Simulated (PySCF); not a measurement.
**OH⁻: from constants to spectrum**

RHF-CCSD(T) constants of OH⁻, ¹Σ⁺ (singlet), closed shell (basis H aug-pcseg-1, O aug-pcseg-1; no relativity; PySCF 2.14; masses 1.0078 and 15.9949 u):

```
ωe              : 3715.0 cm⁻¹
ωexe            : 98.2 cm⁻¹
Be              : 18.788 cm⁻¹
αe              : 0.793 cm⁻¹
D (centrifugal) : 0.00192 cm⁻¹
```

Q: Estimate the standard entropy (1 bar) and heat capacity of the ideal gas at 500 K, rigid rotor with B0 and harmonic oscillator at the fundamental.

A: Translation (Sackur–Tetrode, M = 17.00 u): 154.9 J/(mol K). Rotation: q = kT/(σB0) = 18.9 with σ = 1, 32.8. Vibration: x = hcν0/kT = 10.1, 0.00. S° = 187.7 J/(mol K); Cp = 7R/2 + 0.03 = 29.1 J/(mol K).

Correlated steps freeze 1 core orbital. The CCSD T1 diagnostic is raised, a sign that a single reference may not be enough here.
